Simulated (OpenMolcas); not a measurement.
# B3PW91/6-31+G(d) (RICD fitting, spherical functions) run of [SiH3]− (SMILES [SiH3-])

What is the energy difference between two shapes of [SiH3]− at B3PW91/6-31+G* (RICD fitting, spherical functions)? 

Program for the calculation: OpenMolcas 26.06.

5 further runs of the same task are left out: 1 that didn't finish, 4 set aside as unsound or not needed.

**1. Starting point**

[SiH3]− has 4 atoms, charge -1, and is taken as a singlet. As SMILES, `[SiH3-]`. Geometry: relaxed at PBE0-D4/def2-TZVPD.

Bond lengths: Si1–H2 1.546 Å, Si1–H3 1.546 Å, Si1–H4 1.546 Å. Angles: H2–Si1–H3 94.1°, H2–Si1–H4 94.1°, H3–Si1–H4 94.1°.

**2. The energy at B3PW91/6-31+G(d) (RICD fitting, spherical functions)**

Input file mol.inp:

```
* H3Si Kohn-Sham DFT
&GATEWAY
BasLib=$CurrDir
Coord
4
angstrom
Si       0.539700      -0.050700      -0.300900
H        0.426600       0.622300       1.085900
H       -0.298500      -1.283700       0.106800
H       -0.667800       0.712200      -0.891800
Basis=6-31pGs
Group=NoSym
RICD
&SEWARD
&SCF
Charge=-1
KSDFT=HYB_GGA_XC_B3PW91
PrOrbitals=1 2
```

The basis set 6-31+G* is read from a file made from the Basis Set Exchange's data (not shown).

Started as:

```console
$ export MOLCAS_MEM=1860
$ pymolcas mol.inp > mol.log
```

Log (excerpt; [...] marks lines left out):

```text
--- Start Module: gateway ---
[...]
--- Stop Module: gateway /rc=_RC_ALL_IS_WELL_ ---
--- Start Module: seward ---
[...]
      Basis functions           28
--- Stop Module: seward /rc=_RC_ALL_IS_WELL_ ---
--- Start Module: scf ---
[...]
       Convergence after  13 Iterations
[...]
::    Total KS-DFT energy                            -291.2299434284
[...]
      Total spin, S                                     0.0000000000
[...]
      Total electronic charge=   18.000000
      Total            charge=   -1.000000
[...]
      Dipole Moment (debye):
      Origin of the operator (angstrom)=    0.4695   -0.0441   -0.2618
                   X= -3.3450E-01               Y=  3.1656E-02               Z=  1.8682E-01           Total=  3.8444E-01
      Center of Charge (angstrom)
[...]
--- Stop Module: scf /rc=_RC_ALL_IS_WELL_ ---
[...]
```

Wall time 2.6 s (1 thread of Arm Neoverse V2, shared host); peak memory 0.18 GiB.

**3. The distorted shape, same level**

Input file mol.input:

```
&GATEWAY
 BasLib=$CurrDir
 Coord
 4
 angstrom
 Si       0.533767       0.011371      -0.346051
 H        0.422033       0.564890       1.113335
 H       -0.211882      -1.302596       0.046696
 H       -0.630553       0.740215      -0.904983
 Basis=6-31pGs
 Group=NoSym
 RICD

&SEWARD

&SCF
 Charge=-1
 KSDFT=HYB_GGA_XC_B3PW91
 PrOrbitals=1 2
```

The basis set 6-31+G* is read from a file made from the Basis Set Exchange's data (not shown).

Started as:

```console
$ export MOLCAS_MEM=1860
$ pymolcas mol.input > mol.log
```

Log (excerpt; [...] marks lines left out):

```text
--- Start Module: gateway ---
[...]
--- Stop Module: gateway /rc=_RC_ALL_IS_WELL_ ---
--- Start Module: seward ---
[...]
      Basis functions           28
--- Stop Module: seward /rc=_RC_ALL_IS_WELL_ ---
--- Start Module: scf ---
[...]
       Convergence after  13 Iterations
[...]
::    Total KS-DFT energy                            -291.2282492880
[...]
      Total spin, S                                     0.0000000000
[...]
      Total electronic charge=   18.000000
      Total            charge=   -1.000000
[...]
      Dipole Moment (debye):
      Origin of the operator (angstrom)=    0.4680    0.0103   -0.3040
                   X= -5.8285E-01               Y=  1.7061E-01               Z=  1.0742E-02           Total=  6.0740E-01
      Center of Charge (angstrom)
[...]
--- Stop Module: scf /rc=_RC_ALL_IS_WELL_ ---
[...]
```

It took 2.6 s on 1 thread of Arm Neoverse V2, shared host; peak memory 0.18 GiB.

**4. Results**

At B3PW91/6-31+G* (RICD fitting, spherical functions):

| quantity | value |
| --- | --- |
| first shape: total energy | -291.22994 Eh |
| first shape: HOMO energy | 0.31 eV |
| first shape: LUMO energy | 4.50 eV |
| first shape: HOMO–LUMO gap (to an unbound level, set by the basis) | 4.19 eV |
| distorted shape: total energy | -291.22825 Eh |
| distorted shape: HOMO energy | 0.39 eV |
| distorted shape: LUMO energy | 4.49 eV |
| distorted shape: HOMO–LUMO gap (to an unbound level, set by the basis) | 4.10 eV |
| energy change with the atoms displaced | 0.046 eV |

What this shows: With the atoms displaced the energy rises by 0.05 eV (4.4 kJ/mol). The first shape isn't relaxed at this level, so the change isn't measured from a minimum. Mulliken charges (first shape) run from -0.52 on Si1 to -0.16 on H2; in a basis this large or diffuse they mean little. The HOMO (first shape) lies at positive energy, 0.31 eV; only total energies tell whether the electron is bound. The HOMO (distorted shape) lies at positive energy, 0.39 eV; only total energies tell whether the electron is bound.
